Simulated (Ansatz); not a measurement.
Results of B3LYP (VWN-RPA form) in Ansatz (PAW) for InSb2S4Br (C2/m, No. 12).

Numerical settings: plane-wave cutoff 460 eV, 6×6×2 k mesh (along the axes of the cell as run), Fermi–Dirac smearing 0.01 eV, scalar-relativistic PAW data made under PBE.

Cell (measured lattice):

```xyz
16
Lattice="10.0885 -1.9335 0.0000 10.0885 1.9335 0.0000 -5.6760 0.0000 10.1852" Properties=species:S:1:pos:R:3 pbc="T T T"
In     3.5798     0.0000     5.7669
In    10.9212     0.0000     4.4183
Sb    -3.5046     0.0000     7.9760
Sb    18.0056     0.0000     2.2092
Sb    13.6722     0.0000     0.9880
Sb     0.8288     0.0000     9.1972
S      2.3072     0.0000     3.5465
S     12.1938     0.0000     6.6387
S      5.7002     0.0000     1.3394
S      8.8008     0.0000     8.8459
S      1.9037     0.0000     0.2516
S     12.5973     0.0000     9.9336
S      4.8785     0.0000     8.0239
S      9.6225     0.0000     2.1613
Br    15.4375     0.0000     4.7392
Br    -0.9366     0.0000     5.4460
```

Question: What does this level give for the band gap, smallest direct gap on the k points sampled and direct gap at Γ?

Answer: 
- band gap = 2.59 eV
- smallest direct gap on the k points sampled = 2.62 eV
- direct gap at Γ = 2.99 eV

Note: cell and atoms aren't relaxed at this level (largest force component 0.14 eV/Å, pressure 4.0 GPa).

Spin–orbit coupling is not included.

Ansatz is an electronic-structure program.
